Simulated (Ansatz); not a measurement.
Ansatz (a first-principles code) input (B2PLYP/def2-TZVP):

Ansatz 0.2 input:
```yaml
crystal:
  periodic: [false, false, false]
  atoms:
    - {symbol: C, position_ang: [0.24243516, -0.19849135, -1.22253028]}
    - {symbol: C, position_ang: [-0.03825523, -0.01277160, 0.02051421]}
    - {symbol: H, position_ang: [-0.23057535, -0.63963619, -2.07626433]}
    - {symbol: O, position_ang: [-0.12431303, 0.23840173, 1.16104509]}
basis:
  gaussian:
    orbitals: def2-TZVP
hamiltonian:
  xc: {name: B2PLYP}
magnetization: {spin_polarized: true, initial_magnetization: 1}
correlation: {electrons: outside_noble_gas}
```

Output:

```
Functional definition: B2PLYP
integrals: 0.05 GiB planned
651 factors; integrals over basis functions are off by at most 1.3e-3 eV
mean field: 0.35 GiB planned
mean field evaluation 1: about -4126.2190 eV, gradient 2.2e1 eV
mean field evaluation 2: about -4126.3512 eV, gradient 2.2e1 eV
mean field evaluation 4: about -4128.0069 eV, gradient 5.6e0 eV
mean field evaluation 8: about -4128.1388 eV, gradient 2.2e-1 eV
mean field evaluation 16: about -4128.1408 eV, gradient 2.2e-3 eV
mean field evaluation 32: about -4128.1126 eV, gradient 1.6e0 eV
mean field -4128.14076777 eV, -151.7063750613 hartree, gradient 1.9e-6 eV, S^2 0.770283; 2 other end points of the search recorded, 0 dependent functions left out
3 core orbitals not correlated
reference -4128.14088727 eV, -151.7063794526 hartree; 8, 7 occupied and 88, 89 virtual orbitals, 651 factors
second order -16.91553432 eV of doubles, -0.00000000 eV of singles
Total energy: -4132.70808153 eV, -151.8742207461 hartree
```
